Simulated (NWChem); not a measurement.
**Ionisation of Li2**

```
Li
Li 1 2.7871
```
Charge 0, spin multiplicity 1.

Program: NWChem. Structure: optimised with PBE0/def2-SVP, a minimum by its harmonic frequencies.

Basis set: def2-TZVPD. −ε marks an orbital energy of the parent.

B3LYP has NWChem's definition, with VWN1-RPA local correlation. The structure started from a generated list of species.

### Question
Order these methods by the first vertical ionisation energy they give, lowest first: −ε(HOMO) of HF, −ε(HOMO) of PBE, −ε(HOMO) of B3LYP, G0W0@PBE0, −ε(HOMO) of BHandHLYP.

### Answer
−ε(HOMO) of PBE (3.22 eV), −ε(HOMO) of B3LYP (3.64 eV), −ε(HOMO) of BHandHLYP (4.19 eV), −ε(HOMO) of HF (4.89 eV), G0W0@PBE0 (5.00 eV)
